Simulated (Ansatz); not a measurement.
# C₂H₅NS: one species, many methods

Aim: compute C₂H₅NS with functionals from several rungs and with coupled cluster. The yardstick is the atomisation energy at the CCSD(T) limit.

The runs use Ansatz 0.2.0, Gaussian basis; functionals in def2-TZVPP, the program's frozen cores in correlated methods.

Levels to be run: LDA (SPW92), PBE-D4, revPBE-D4, BLYP-D4, r2SCAN-D4, B97M-V, PBE0-D4, B3LYP-D4, r2SCANh-D4, r2SCAN0-D4, HSE06-D4, BHLYP-D4, CAM-B3LYP-D4, LC-ωPBE, ωB97X-V, ωB97M-V, B2PLYP, PBE-QIDH; CCSD(T)/def2-SVP; CCSD(T)/def2-TZVPP; MP2/def2-QZVPP; extrapolation to the limit; RPA on PBE.

## 1. The geometry

An earlier PBE0-D4 in a triple-zeta def2 set relaxation fixed the geometry.

SMILES `N=CCS`, 9 atoms, charge 0, spin multiplicity 1.

Atoms are counted from 1 here; the program's logs count them from 0.

Bond lengths: N1–C2 1.262 Å, N1–H5 1.019 Å, C2–C3 1.492 Å, C2–H6 1.098 Å, C3–S4 1.816 Å, C3–H7 1.090 Å, C3–H8 1.092 Å, S4–H9 1.343 Å. Angles: C2–N1–H5 111.1°, N1–C2–C3 120.9°, N1–C2–H6 123.7°, C3–C2–H6 115.4°, C2–C3–S4 111.7°, C2–C3–H7 109.2°, C2–C3–H8 111.4°, S4–C3–H7 106.5°, S4–C3–H8 109.2°, H7–C3–H8 108.6°, C3–S4–H9 97.0°.

## 2. LDA

This LDA is Slater exchange with PW92 correlation.

File in.yaml:

```yaml
crystal:
  periodic: [false, false, false]
  atoms:
    - {symbol: N, position_ang: [0.375673, -1.215708, -1.360673]}
    - {symbol: C, position_ang: [0.300987, -0.144962, -0.696418]}
    - {symbol: C, position_ang: [0.090005, -0.172690, 0.780032]}
    - {symbol: S, position_ang: [-1.455675, 0.655019, 1.254127]}
    - {symbol: H, position_ang: [0.510144, -1.023234, -2.352424]}
    - {symbol: H, position_ang: [0.369153, 0.855559, -1.144705]}
    - {symbol: H, position_ang: [0.000460, -1.207759, 1.110733]}
    - {symbol: H, position_ang: [0.923181, 0.292503, 1.310904]}
    - {symbol: H, position_ang: [-1.025327, 1.914974, 1.081427]}
basis:
  gaussian: {orbitals: def2-TZVPP}
hamiltonian: {xc: lda}
output: {orbitals: {seedname: orbitals}}
```

The run is started by

```
$ ansatz run in.yaml --threads 2 --pin off --events-out ev --progress --plain --max-ram 4352MiB
```

The runs that follow: PBE-D4 (GGA); revPBE-D4 (GGA); BLYP-D4 (GGA); r2SCAN-D4 (meta-GGA); B97M-V (meta-GGA); B3LYP-D4 (hybrid); r2SCANh-D4 (hybrid); r2SCAN0-D4 (hybrid); HSE06-D4 (hybrid); BHLYP-D4 (hybrid); CAM-B3LYP-D4 (range-separated); LC-ωPBE (range-separated); ωB97X-V (range-separated); ωB97M-V (range-separated); B2PLYP (double hybrid); PBE-QIDH (double hybrid); CCSD(T) in def2-SVP; CCSD(T) in def2-TZVPP; MP2 in def2-QZVPP; RPA on PBE orbitals.

**Question.** What will the summary of the whole plan be? Wanted: atomisation energy, CCSD(T)/CBS; farthest beyond LDA; mean size of error, GGA; mean size of error, meta-GGA; mean size of error, hybrid; mean size of error, range-separated; mean size of error, double hybrid; gap, smallest and largest; T1 diagnostic.

The runs gave:

| quantity | value |
| --- | --- |
| atomisation energy, CCSD(T)/CBS | 3326.0 kJ/mol |
| functionals within 16.6 kJ/mol (0.5 %) | r2SCAN-D4, B97M-V, B3LYP-D4, CAM-B3LYP-D4, LC-ωPBE |
| farthest beyond LDA | BHLYP-D4 (-108.4 kJ/mol) |
| mean size of error, GGA | 51.9 kJ/mol |
| mean size of error, meta-GGA | 9.4 kJ/mol |
| mean size of error, hybrid | 43.0 kJ/mol |
| mean size of error, range-separated | 18.2 kJ/mol |
| mean size of error, double hybrid | 26.1 kJ/mol |
| gap, smallest and largest | 4.05 eV (LDA (SPW92)), 11.76 eV (LC-ωPBE) |
| T1 diagnostic | 0.0117 |
| triples share of the correlation energy | 4.3 % |

What this shows: LDA overbinds by 531.3 kJ/mol (16 %). PBE-D4 is off by +108.3 kJ/mol. Double hybrids carry the basis error of their MP2 part in triple zeta, and no dispersion term here, so their miss is partly the set-up's. By mean error the best rung here is meta-GGA (9.4 kJ/mol) and the worst beyond LDA is GGA (51.9 kJ/mol). The reference freezes the cores and leaves out relativity and excitations past (T), so misses under about 16.6 kJ/mol can't be ranked. Hartree-Fock recovers 69 % of the binding; the rest is correlation. CCSD(T) in def2-SVP is off by -193.3 kJ/mol, so the small basis spoils what the method gains. The gap grows from 4.1 to 11.8 eV across the functionals, mostly with the share of exact exchange.
